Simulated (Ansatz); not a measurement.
1T (CdI2-type) ZrSe₂, treated with PBEsol (plane waves, PAW; Ansatz, a quantum-chemistry and plane-wave program).

Settings: plane-wave cutoff 520 eV, 12×12×6 k mesh (along the axes of the cell as run), perturbation theory, force constants from a 6×6×2 q mesh, scalar-relativistic PAW data made under PBE.

Task: Give the computed zero-point energy.

Result: 
- zero-point energy = 0.027 eV/atom

Note: the cell comes from a level without a dispersion term, which matters for the spacing of layers, chains or molecules; the cell has widely spaced layers and the level no dispersion term, so their spacing and the moduli can rest on weak binding.
